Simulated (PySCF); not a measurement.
Ionisation energy of Al by level of theory

Al [Ne] 3s2 3p1 (2P) → Al⁺ [Ne] 3s2 (1S), as a difference of total energies. Calculation: PySCF 2.14, in x2c-QZVPPall with one added diffuse shell each of s, p, d, f type (10s7p5d3f1g, 86 functions); the spin-free X2C one-electron Hamiltonian (Gaussian nucleus). Correlated levels: valence and next inner shell: 1s2 frozen. The calculations carry no spin-orbit coupling.

| method | ionisation energy (eV) |
| --- | --- |
| UHF | 5.600 |
| MP2 (valence and next inner shell) | 5.816 |
| SCS-MP2 (valence and next inner shell) | 5.807 |
| CCSD (valence and next inner shell) | 5.908 |
| CCSD(T) (valence and next inner shell) | 5.937 |

How much does correlation contribute at CCSD(T) (valence and next inner shell)?

5.937 − (5.600) = 0.337 eV, measured against UHF.

Errors of the correlated levels include the incompleteness of this basis and the frozen core.

For comparison: 5.977 eV (measured; NIST levels, between the centres of gravity of the two terms).
